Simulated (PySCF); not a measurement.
Species: pyranone, C5H4O2.
Geometry (PBE0-D3(BJ)/def2-TZVP, Å), atoms numbered from 1 in this order:
```
atom  x, y, z in Å
O1    -0.8783    2.1612    0.8230
C2    -0.4429    1.0985    0.4164
C3    -1.2866   -0.0332    0.0439
C4    -0.7504   -1.1762   -0.3984
O5     0.5727   -1.3794   -0.5368
C6     1.3986   -0.3689   -0.2069
C7     0.9796    0.8179    0.2462
H8    -2.3609    0.0612    0.1309
H9    -1.3145   -2.0524   -0.6902
H10    2.4342   -0.6443   -0.3566
H11    1.7002    1.5865    0.4929
```

The closed-shell ground state was solved at several levels (PySCF, density fitting, gas phase, non-relativistic). Geometry: PBE0-D3(BJ)/def2-TZVP; no solvent, vibrations or thermal averaging.

```
                level  basis functions  total energy (Eh)  HOMO (eV)  LUMO (eV)  gap (eV)  dipole (D)
CAM-B3LYP/aug-cc-pVTZ              414          -343.3288      -8.69      -0.22      8.47        4.16
     PBE0/aug-cc-pVTZ              414          -343.0922      -7.18      -1.27      5.91        4.12
  wB97X-D/aug-cc-pVTZ              414          -343.3582      -9.10       0.48      9.58        4.16
```

Question: What might PBE0/pcSseg-2 (308 basis functions) give for the same quantities?

Answer: Total energy -343.0981 Eh, HOMO -7.18 eV, LUMO -1.25 eV, gap 5.93 eV, dipole 4.13 D.

Question: Over all these levels, which gives the widest orbital gap and which the narrowest?

Answer: wB97X-D/aug-cc-pVTZ (range-separated hybrid) has the widest, 9.58 eV, and PBE0/aug-cc-pVTZ (global hybrid, 25 % exact exchange) the narrowest, 5.91 eV. The two share the basis. From the narrowest to the widest the HOMO moves by -1.92 eV and the LUMO by +1.75 eV.

Question: How far do the dipole and the HOMO energy spread over the levels?

Answer: The dipole runs from 4.12 to 4.16 D (mean 4.14 D) and the HOMO from -9.10 to -7.18 eV.

The pairwise dispersion term of wB97X-D wasn't added to the energies; at a given geometry it leaves orbitals and properties as they are.
